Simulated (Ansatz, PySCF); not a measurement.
Potential energy curve for H₂, singlet.

- UKS-BP86/6-31G* = unrestricted BP86/6-31G*, spherical d (PySCF)
- RKS-PBE = Ansatz (an electronic-structure program) with restricted PBE/cc-pVTZ
- UKS-B3LYP/6-31G* = unrestricted B3LYP/6-31G*, spherical d in PySCF 2.14.0

Energies are in mEh, each relative to the lowest point of its own curve near equilibrium.

| R / Å | UKS-BP86/6-31G* | RKS-PBE | UKS-B3LYP/6-31G* |
|---|---|---|---|
| 0.60 | 20.8 | 20.5 | 19.2 |
| 0.63 | 12.4 | 12.2 | 11.1 |
| 0.68 | 3.8 | 3.7 | 3.1 |
| 0.70 | 1.9 | 1.8 | 1.4 |
| 0.74 | 0.1 | 0.1 | 0.0 |
| 0.75 | 0.0 | 0.0 | 0.0 |
| 0.78 | 0.5 | 0.5 | ? |
| 0.80 | 1.4 | 1.4 | 2.0 |
| 0.81 | 2.0 | 2.0 | ? |
| 0.86 | 6.1 | 6.1 | 7.3 |
| 0.92 | 13.1 | 13.0 | 14.9 |
| 1.01 | 26.1 | 26.1 | 28.8 |
| 1.14 | 47.6 | 47.7 | 51.5 |
| 1.24 | 64.6 | 64.8 | 69.5 |
| 1.33 | 79.6 | 80.0 | 85.3 |
| 1.51 | 107.9 | 108.4 | 115.1 |
| 1.67 | 130.3 | 130.9 | 135.5 |
| 1.84 | 148.0 | 151.6 | 150.0 |
| 2.02 | 159.5 | 170.1 | 159.7 |
| 2.25 | ? | 189.3 | — |
| 2.64 | ? | 212.5 | — |
| 2.98 | ? | ? | — |

Some entries are withheld; supply them.


- 0.78, UKS-B3LYP/6-31G*: 0.9
- 0.81, UKS-B3LYP/6-31G*: 2.6
- 2.25, UKS-BP86/6-31G*: 167.8
- 2.64, UKS-BP86/6-31G*: 174.1
- 2.98, UKS-BP86/6-31G*: 176.2
- 2.98, RKS-PBE: 225.6

Dashes: no converged value, or the column stops at the first point that the program doubted or that broke a chosen test of continuity, which isn't proof of a fault.

The unrestricted determinant behind UKS-BP86/6-31G* is spin-contaminated at 1.67 to 2.98 Å (<S²> up to 1.0, against 0.00 for a pure singlet). The restricted form behind RKS-PBE keeps the bonding electrons paired and can't separate into open-shell fragments. The unrestricted solution behind UKS-B3LYP/6-31G* changes between 2.02 and 2.25 Å, which can leave a kink. The unrestricted determinant behind UKS-B3LYP/6-31G* is spin-contaminated at 1.51 to 2.02 Å (<S²> up to 0.7, against 0.00 for a pure singlet).
